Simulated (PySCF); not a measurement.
Molecule: SMILES C1CC(C)CC1, C6H12.

Geometry:
```csv
atom,x (Å),y (Å),z (Å)
C1,2.071,-0.617,-0.147
C2,0.556,-0.538,-0.177
C3,-0.101,-0.251,1.176
C4,-1.536,0.176,0.836
C5,-1.488,0.678,-0.628
C6,-0.017,0.580,-1.049
H7,2.485,-0.813,-1.149
H8,2.421,-1.420,0.521
H9,2.505,0.330,0.214
H10,0.156,-1.500,-0.552
H11,0.443,0.579,1.661
H12,-0.055,-1.108,1.866
H13,-1.907,0.945,1.529
H14,-2.226,-0.678,0.927
H15,-2.110,0.036,-1.272
H16,-1.883,1.700,-0.738
H17,0.515,1.519,-0.812
H18,0.115,0.399,-2.127
```

Geometry PBE0-D3(BJ)/def2-SVP throughout; GIAO in PySCF 2.14.0 with density-fitted response routines, gas phase, one conformer, non-relativistic; equivalent atoms averaged; basis pcSseg-1.

(1) How do the absolute shieldings σ depend on the functional? (a selection of nuclei; ppm; last column core-seconds on shared hosts with different chips, so compare them loosely)

(2) Which nucleus among those listed moves most, in ppm?

## Answers

(1) 
| functional | kind | C3/C6 | C2 | C1 | H13/H16 | H12/H18 | H14/H15 | H10 | H7/H8/H9 | H11/H17 | core-s |
| --- | --- | --- | --- | --- | --- | --- | --- | --- | --- | --- | --- |
| HF | Hartree–Fock | 157.4 | 158.2 | 171.0 | 30.21 | 30.26 | 30.30 | 30.63 | 30.66 | 31.02 | 6 |
| LDA | LDA | 140.0 | 138.9 | 160.7 | 29.09 | 29.12 | 29.13 | 29.16 | 29.79 | 29.93 | 18 |
| PBE | GGA | 140.2 | 138.9 | 159.2 | 29.49 | 29.53 | 29.54 | 29.62 | 30.15 | 30.30 | 21 |
| BLYP | GGA | 134.3 | 132.5 | 153.7 | 29.65 | 29.69 | 29.71 | 29.81 | 30.29 | 30.46 | 21 |
| BP86 | GGA | 140.0 | 138.7 | 158.7 | 29.57 | 29.60 | 29.63 | 29.71 | 30.20 | 30.37 | 22 |
| OPBE | GGA | 147.8 | 146.9 | 164.9 | 29.55 | 29.61 | 29.59 | 29.66 | 30.21 | 30.30 | 24 |
| KT2 | GGA | 144.5 | 142.7 | 162.7 | 29.45 | 29.48 | 29.55 | 29.66 | 30.11 | 30.37 | 28 |
| KT3 | GGA | 144.0 | 142.3 | 161.5 | 29.61 | 29.66 | 29.70 | 29.80 | 30.26 | 30.46 | 26 |
| B97-D | GGA | 139.9 | 138.4 | 157.9 | 29.70 | 29.75 | 29.76 | 29.87 | 30.33 | 30.49 | 28 |
| B3LYP | global hybrid | 139.9 | 138.8 | 158.1 | 29.73 | 29.77 | 29.80 | 29.94 | 30.33 | 30.53 | 16 |
| PBE0 | global hybrid | 146.5 | 146.0 | 164.0 | 29.64 | 29.68 | 29.70 | 29.83 | 30.24 | 30.43 | 19 |
| mPW1PW91 | global hybrid | 145.8 | 145.3 | 163.0 | 29.70 | 29.74 | 29.75 | 29.90 | 30.29 | 30.48 | 17 |
| WP04 | global hybrid | 133.7 | 131.6 | 151.0 | 30.03 | 30.08 | 30.09 | 30.20 | 30.57 | 30.68 | 35 |
| B97-2 | global hybrid | 146.0 | 145.4 | 163.1 | 29.75 | 29.79 | 29.81 | 29.96 | 30.33 | 30.53 | 32 |
| BHandHLYP | global hybrid | 146.8 | 146.6 | 163.5 | 29.87 | 29.92 | 29.94 | 30.16 | 30.41 | 30.67 | 34 |
| CAM-B3LYP | range-separated hybrid | 144.2 | 143.7 | 162.1 | 29.71 | 29.76 | 29.77 | 29.94 | 30.30 | 30.50 | 46 |
| wB97X-D | range-separated hybrid | 147.1 | 146.8 | 164.0 | 29.79 | 29.83 | 29.85 | 30.02 | 30.36 | 30.56 | 24 |
| LC-wPBE | range-separated hybrid | 152.9 | 153.3 | 169.1 | 29.78 | 29.83 | 29.82 | 30.00 | 30.34 | 30.50 | 54 |

(2) C2 (sp3 CH in a ring): from 131.6 ppm with WP04 to 158.2 ppm with HF. The smallest spread is 0.87 ppm, at H7/H8/H9. Proton shifts span only some 12 ppm, so a few tenths of a ppm matter as much there as several ppm in carbon.
